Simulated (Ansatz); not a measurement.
The input, for Ansatz 0.2.0:

```yaml
crystal:
  periodic: [false, false, false]
  atoms:
    - {symbol: Zr, position_ang: [0.000000, 0.000000, 0.272416]}
    - {symbol: C, position_ang: [0.000000, 0.000000, -1.685685]}
    - {symbol: H, position_ang: [0.000000, 0.916504, -2.284186]}
    - {symbol: H, position_ang: [0.000000, -0.916504, -2.284186]}
basis:
  gaussian: {orbitals: def2-SVP}
magnetization: {spin_polarized: false, initial_magnetization: 4}
correlation: {method: sc_nevpt2, electrons: outside_noble_gas, active_space: {window: {electrons: 10, orbitals: 11}}}
```

```sh
$ ansatz run in.yaml --threads 1 --pin off --events-out ev --progress --plain --max-ram 2393MiB
```

Output:

```
582 factors; integrals over basis functions are off by at most 1.3e-3 eV
mean field evaluation 1: about -2320.9241 eV, gradient 2.0e1 eV
mean field evaluation 2: about -2320.9294 eV, gradient 2.0e1 eV
mean field evaluation 4: about -2322.8144 eV, gradient 2.5e0 eV
mean field evaluation 8: about -2322.8742 eV, gradient 2.3e-1 eV
mean field evaluation 16: about -2322.8824 eV, gradient 4.1e-1 eV
mean field evaluation 32: about -2322.8698 eV, gradient 2.3e-1 eV
mean field evaluation 64: about -2322.7334 eV, gradient 8.2e-4 eV
mean field evaluation 96: about -2322.8398 eV, gradient 3.8e0 eV
mean field evaluation 128: about -2322.7720 eV, gradient 4.7e-1 eV
mean field evaluation 160: about -2322.5043 eV, gradient 4.5e-1 eV
mean field evaluation 192: about -2322.5007 eV, gradient 5.0e-1 eV
mean field evaluation 224: about -2322.8605 eV, gradient 2.8e0 eV
mean field evaluation 256: about -2322.8931 eV, gradient 8.9e-2 eV
mean field evaluation 288: about -2322.5736 eV, gradient 3.2e0 eV
mean field evaluation 320: about -2322.8927 eV, gradient 4.6e-2 eV
mean field evaluation 352: about -2322.8116 eV, gradient 1.6e-1 eV
mean field evaluation 384: about -2322.8760 eV, gradient 5.0e-5 eV
mean field -2322.89460978 eV, -85.3648023948 hartree, gradient 5.3e-6 eV, S^2 6.000000; 28 other end points of the search recorded, 0 dependent functions left out
reference -2322.87601889 eV, -85.3641191923 hartree; 12, 8 occupied and 43, 47 virtual orbitals, 582 factors
state -2324.88784863 eV, -85.4380525716 hartree
state -2324.88784863 eV, -85.4380525716 hartree; corrected -2327.26457454 eV, -85.5253956377 hartree
Total energy: -2327.26457454 eV, -85.5253956377 hartree
```

Natural occupations: 1.9812 1.9770 1.9739 1.0000 1.0000 0.9996 0.9920 0.0229 0.0215 0.0204 0.0115.

Ran on 1 thread of Arm Neoverse V1, shared host: 2.2 min wall, 0.13 GiB peak host memory.
